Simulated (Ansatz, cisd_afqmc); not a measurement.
System: BeH, charge 0, doublet. BeH (SMILES [BeH], doublet).
B3LYP-D3(BJ)/def2-TZVP minimum from Ansatz (a program for electronic structure):
```
Be
H 1 1.3474
```
Charge 0, spin multiplicity 2.

Total energies in def2-SVP, 3 correlated electrons, 1 frozen orbitals. Radicals and triplets start from unrestricted determinants; spin-orbit coupling is neglected. Correlated methods leave the cores frozen. No relativity. AFQMC is phaseless with a CISD trial state; ± is one standard error, without the phaseless bias. Outlying blocks are dropped, and bars are widened where a walk drifts. Over all cases where full CI ran beside it in this data, AFQMC minus full CI had a median of +0.1 mEh and passed +0.4 mEh in a tenth of the cases. Full CI freezes restricted core orbitals and the other rows unrestricted ones, which leaves a small offset even where coupled cluster is exact.

```tsv
method	program	energy (Eh)	error against FCI (mEh)
HF	Ansatz	-15.13426	33.00
MP2	Ansatz	-15.15744	9.82
CCSD	Ansatz	-15.16683	0.43
CCSD(T)	Ansatz	-15.16709	0.17
CCSDT	Ansatz	-15.16726	0.00
AFQMC/CISD	cisd_afqmc	-15.1672 ± 0.0001	0.0 ± 0.1
FCI	Ansatz	-15.16726	0.00
```
